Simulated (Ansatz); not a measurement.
## BNH6 (SMILES [BH3-][NH3+]): entropy by statistical mechanics

A singlet with charge 0, relaxed at B3LYP-D4/def2-TZVP (Ansatz 0.2.0):

```xyz
8

B    -0.1946    0.2549   -0.7877
N     0.2082   -0.2572    0.7380
H    -0.0804   -0.7247   -1.4858
H    -1.3321    0.6515   -0.6934
H     0.6017    1.1269   -1.0443
H     0.1422    0.5049    1.4067
H     1.1594   -0.6135    0.7627
H    -0.4122   -0.9998    1.0479
```

Harmonic wavenumbers in cm⁻¹: 266, 648, 652, 652, 1068, 1068, 1191, 1191, 1195, 1331, 1667, 1667, 2445, 2495, 2495, 3447, 3546, 3546.

Masses in u: B 10.81, N 14.007, H 1.008. Take T = 298.15 K, p = 1 bar, R = 8.3145 J/(mol K), kT/hc = 207.22 cm⁻¹, rigid rotor and harmonic oscillator.

Question: Compute the standard molar entropy.

Answer: 
1. Translation (Sackur–Tetrode): S = R[3/2 ln M + 5/2 ln T − 1.1517] with M = 30.865 gives 151.6 J/(mol K).
2. Rotation: principal moments 6.843, 28.486, 28.486 u Å² give A, B, C = 2.4634, 0.5918, 0.5918 cm⁻¹; the symmetry number is σ = 3; q = (√π/σ)√((kT/hc)³/ABC) = 1897; S = R(ln q + 3/2) = 75.2.
3. Vibration: with u = ν̃/207.22, each mode gives R[u/(eᵘ − 1) − ln(1 − e⁻ᵘ)]; the sum is 12.7, most from 266 cm⁻¹ (6.8), 648 cm⁻¹ (1.6), 652 cm⁻¹ (1.5).
4. Electronic: R ln 1 = 0.0, from the spin multiplicity alone.
5. Sum: 151.6 + 75.2 + 12.7 + 0.0 = 239.5 J/(mol K).

No measured value is set beside it here. Where a soft mode is a torsion, a harmonic oscillator describes it poorly.
